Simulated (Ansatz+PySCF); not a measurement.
The numbers below are computed, except where a source is named.
## Several solutions for singlet F2

| atom | x (Å) | y (Å) | z (Å) |
| --- | --- | --- | --- |
| F | 0.0000 | 0.0000 | -1.3764 |
| F | 0.0000 | 0.0000 | 1.3764 |

Basis set: cc-pVDZ (spherical functions). Charge 0, multiplicity 1.

PBE (unrestricted) was run from several starts with Ansatz (development build ahead of 0.2.0).

```csv
run,program,start,converged,energy (hartree),<S²>
A,Ansatz,search for the lowest state,yes,-199.25225,–
B,Ansatz,"atomic start, no search",yes,-199.19761,–
C,Ansatz,stability test followed,yes,-199.25225,–
```

Task: Which runs reached the lowest solution of this kind, and what is wrong with the others?

Result: A, C reached the lowest solution found. Converged but too high: B by 1.49 eV. Convergence only shows a stationary point, and even a stable one can lie too high; stability tests and further starts are what find lower ones. Caution: the unrestricted determinant is spin contaminated.
